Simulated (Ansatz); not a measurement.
# One shape, several levels: SiH2SF (SMILES F[SiH]S)

We compute a comparison of 6 runs (UB3LYP/STO-3G, UBLYP/STO-3G, UPBE/STO-3G, UMP2/STO-3G, UCCSD/STO-3G, UCCSD(T)/STO-3G) of SiH2SF. 

Program for the calculation: Ansatz 0.2.0.

72 further runs of the same task are left out: 4 that didn't finish, 68 set aside as unsound or not needed.

### Step 1. The structure to begin with

SiH2SF: 5 atoms, total charge 0, spin state doublet. SMILES: `F[SiH]S`. The H4–Si2 distance was set to 1.862 Å, away from the relaxed value.

Bond lengths: F1–Si2 1.603 Å, Si2–S3 2.122 Å, S3–H5 1.344 Å. Angles: F1–Si2–S3 112.5°, Si2–S3–H5 95.0°. A long bond or contact: Si2–H4 1.862 Å.

### Step 2. The energy at UB3LYP/STO-3G (run 1)

Input file in.yaml:

```yaml
crystal:
  periodic: [false, false, false]
  atoms:
    - symbol: F
      position_ang: [-1.244200, -0.215092, 1.337239]
    - symbol: Si
      position_ang: [-0.631300, 0.144108, -0.100261]
    - symbol: S
      position_ang: [1.398800, 0.750608, 0.011239]
    - symbol: H
      position_ang: [-0.621800, -1.416500, -1.115500]
    - symbol: H
      position_ang: [1.140800, 1.911608, 0.638039]
basis:
  gaussian:
    orbitals: STO-3G
magnetization:
  spin_polarized: true
  initial_magnetization: 1
hamiltonian:
  xc: {name: B3LYP}
accuracy: high
```

Command:

```sh
$ ansatz run in.yaml --threads 1 --pin off --max-ram 2610MiB --events-out events.jsonl --progress --plain --runs-dir runs
```

The log of the run:

```text
Warning: RAYON_NUM_THREADS=1 ignored (pool sized by the plan → 1); use --threads N
Functional definition: B3LYP
  name "B3LYP"
  parameter a0 = 0.2
  parameter ax = 0.72
  parameter ac = 0.81
  exchange = (1 - a0 - ax)*slater_x + ax*b88_x + a0*exact_x
  correlation = (1 - ac)*vwn_rpa_c + ac*lyp_c
460 factors; integrals over basis functions are off by at most 3.2e-8 eV
mean field evaluation 1: about -21207.5973 eV, gradient 1.4e1 eV
mean field evaluation 2: about -21206.4370 eV, gradient 2.0e1 eV
mean field evaluation 4: about -21209.4951 eV, gradient 8.7e-1 eV
mean field evaluation 8: about -21209.4829 eV, gradient 1.8e-2 eV
mean field evaluation 16: about -21209.4829 eV, gradient 4.9e-6 eV
mean field -21209.48289719 eV, -779.4341201677 hartree, gradient 1.3e-8 eV, S^2 0.753679; 0 other end points of the search recorded, 0 dependent functions left out
reference -21209.48292390 eV, -779.4341211493 hartree; 21, 20 occupied and 4, 5 virtual orbitals, 460 factors
Total energy: -21209.48292390 eV, -779.4341211493 hartree
```

It took 2.7 s on 1 thread of Arm Neoverse V1, shared host; peak memory 0.15 GiB.

### Step 3. A single-point energy at UBLYP/STO-3G (run 2)

Input file job.yaml:

```yaml
crystal:
  periodic: [false, false, false]
  atoms:
    - symbol: F
      position_ang: [-1.244200, -0.215092, 1.337239]
    - symbol: Si
      position_ang: [-0.631300, 0.144108, -0.100261]
    - symbol: S
      position_ang: [1.398800, 0.750608, 0.011239]
    - symbol: H
      position_ang: [-0.621800, -1.416500, -1.115500]
    - symbol: H
      position_ang: [1.140800, 1.911608, 0.638039]
basis:
  gaussian:
    orbitals: STO-3G
magnetization:
  spin_polarized: true
  initial_magnetization: 1
hamiltonian:
  xc: {name: BLYP}
accuracy: high
```

Command:

```sh
$ ansatz run job.yaml --threads 1 --pin off --max-ram 2610MiB --events-out events.jsonl --progress --plain --runs-dir runs
```

The log of the run:

```text
Warning: RAYON_NUM_THREADS=1 ignored (pool sized by the plan → 1); use --threads N
Functional definition: BLYP
  name "BLYP"
  parameter beta = 0.0042
  parameter a = 0.04918
  parameter b = 0.132
  parameter c = 0.2533
  parameter d = 0.349
  exchange = b88_x(beta = beta)
  correlation = lyp_c(a = a, b = b, c = c, d = d)
460 factors; integrals over basis functions are off by at most 3.2e-8 eV
mean field evaluation 1: about -21205.0017 eV, gradient 1.4e1 eV
mean field evaluation 2: about -21201.4237 eV, gradient 2.5e1 eV
mean field evaluation 4: about -21206.8198 eV, gradient 2.1e0 eV
mean field evaluation 8: about -21206.8175 eV, gradient 3.6e-2 eV
mean field evaluation 16: about -21206.8176 eV, gradient 3.0e-6 eV
mean field -21206.81756328 eV, -779.3361709532 hartree, gradient 2.5e-8 eV, S^2 0.751753; 0 other end points of the search recorded, 0 dependent functions left out
reference -21206.81759976 eV, -779.3361722940 hartree; 21, 20 occupied and 4, 5 virtual orbitals, 460 factors
Total energy: -21206.81759976 eV, -779.3361722940 hartree
```

Run time: 2.6 s. Hardware: 1 thread of Arm Neoverse V1, shared host; peak memory 0.14 GiB.

Runs 3 to 5 aren't shown in full; the table further down has their settings and results.

### Step 4. The energy at UCCSD(T)/STO-3G (run 6)

Input file input.yaml:

```yaml
basis:
  gaussian:
    orbitals: STO-3G
crystal:
  periodic: [false, false, false]
  atoms:
    - {symbol: F, position_ang: [-1.244200, -0.215092, 1.337239]}
    - {symbol: Si, position_ang: [-0.631300, 0.144108, -0.100261]}
    - {symbol: S, position_ang: [1.398800, 0.750608, 0.011239]}
    - {symbol: H, position_ang: [-0.621800, -1.416500, -1.115500]}
    - {symbol: H, position_ang: [1.140800, 1.911608, 0.638039]}
magnetization:
  spin_polarized: true
  initial_magnetization: 1
correlation:
  method: ccsd_t
  frozen_orbitals: {F: 1, H: 0, S: 5, Si: 5}
accuracy: high
scf:
  omitted_lower_state_checks: [cluster_reference, increment]
```

Command:

```sh
$ ansatz run input.yaml --threads 1 --pin off --max-ram 2610MiB --events-out events.jsonl --progress --plain --runs-dir runs
```

The log of the run (excerpt; [...] marks lines left out):

```text
Warning: RAYON_NUM_THREADS=1 ignored (pool sized by the plan → 1); use --threads N
Functional definition: HF
  name "HF"
[...]
460 factors; integrals over basis functions are off by at most 3.2e-8 eV
[...]
mean field -21167.87102155 eV, -777.9049119436 hartree, gradient 2.9e-8 eV, S^2 0.778526; 0 other end points of the search recorded, 0 dependent functions left out
11 core orbitals not correlated: weight in the atoms' cores, before any rotation towards them, 1.000 or more for the frozen orbitals, at most 0.000 for the correlated occupied ones
reference -21167.87102155 eV, -777.9049119436 hartree; 10, 9 occupied and 4, 5 virtual orbitals, 460 factors
second order -2.04331415 eV of doubles, -0.00000000 eV of singles
cycle   1  -2.48273838 eV  change   -4.4e-1 eV  update   8.9e-2
[...]
cycle  26  -2.87941139 eV  change   4.7e-10 eV  update   1.4e-9
perturbative correction -0.11263772 eV, -0.0041393599 hartree
Total energy: -21170.86307066 eV, -778.0148677203 hartree
Checks for a lower state left out: cluster_reference, increment
```

Wall time 0.42 s (1 thread of Arm Neoverse V1, shared host).

### Step 5. All runs side by side

| run | level | frozen core orbitals | energy (Eh) | ⟨S²⟩ | wall time |
| --- | --- | --- | --- | --- | --- |
| 1 | UB3LYP/STO-3G | – | -779.434121 | 0.754 | 2.7 s |
| 2 | UBLYP/STO-3G | – | -779.336172 | 0.752 | 2.6 s |
| 3 | UPBE/STO-3G | – | -778.999440 | 0.751 | 2.7 s |
| 4 | UMP2/STO-3G | 11 | -777.980002 | 0.779 | 0.26 s |
| 5 | UCCSD/STO-3G | 11 | -778.010728 | 0.779 | 0.42 s |
| 6 | UCCSD(T)/STO-3G | 11 | -778.014868 | 0.779 | 0.42 s |

### Step 6. Results

| quantity | value |
| --- | --- |
| run 6: total energy | -778.01487 Eh |
| run 6: correlation energy (11 core orbitals frozen) | -110.0 mEh |
| run 6: (T) correction | -4.14 mEh |
| run 6: ⟨S²⟩ of the reference determinant | 0.779 |
| run 6: T1 diagnostic | 0.020 |

**Reading.** Totals of different functionals can't be ranked against each other. In runs 1, 2, 3, 4, 5, 6 the basis is minimal, so the values are rough. All runs together took 9.1 s, the longest 2.7 s.
